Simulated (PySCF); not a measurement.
## GeH₂, singlet: the ladder up to full CI

Geometry: that of the GeH2, triplet, kept fixed.

```xyz
3

Ge    0.0000   -0.0208    0.0000
H     0.0000    0.7490   -1.3344
H     0.0000    0.7490    1.3344
```

Basis cc-pVDZ; PySCF 2.14.0. Only valence electrons are correlated (noble-gas cores and the filled d shells of p-block atoms frozen), which leaves 6 electrons in 23 orbitals. Prefix R: restricted or restricted open-shell reference; prefix U: unrestricted. No spin–orbit coupling is included, and no scalar relativity.

Full CI is exact within this basis and frozen core; it isn't the basis-set limit. The frozen core follows each run's orbitals, which can shift R against U totals by a few meV for light atoms and by up to 0.1 eV past Ca.

The UHF ⟨S²⟩ is 0.608 and the T1 diagnostic (ROHF- or RHF-based CCSD) is 0.0128. The largest doubles amplitude (ROHF- or RHF-based CCSD) is 0.120.

| level | E − E(full CI) (mEh) | share of correlation (%) | wall time |
| --- | --- | --- | --- |
| RHF | 112.32 | 0.00 | – |
| RMP2 | 29.29 | 73.92 | – |
| RCCSD | 2.73 | 97.57 | – |
| RCCSD(T) | 0.67 | 99.40 | 0.55 s |
| RCCSDT | 0.11 | 99.90 | – |
| RCCSDT(Q) | 0.02 | 99.98 | 1.8 s |

The correlation energy at full CI, counted from RHF, is -3.056 eV. Full CI, over all symmetries tried, took 13 min on 1 thread of Arm Neoverse V1, shared host; the state has 786,897 determinants.

Run but not shown, since their state, orbitals or frozen core can't be matched to the reference's or they repeat it: UHF, UMP2, UCCSD, UCCSD(T), UCCSDT.

Times are those of the correlated step on a shared host, with one SCF added for the restricted CCSD run; they ran on 1 thread of Arm Neoverse V1.

The full-CI state has the irrep A1 of C2v, in the program's axes.

Natural occupations of full CI about the gap: 1.962 1.949 1.890 0.074 0.033 0.032 0.011 0.008 0.007 0.007; effectively unpaired electrons, Σ n²(2−n)², 0.09.
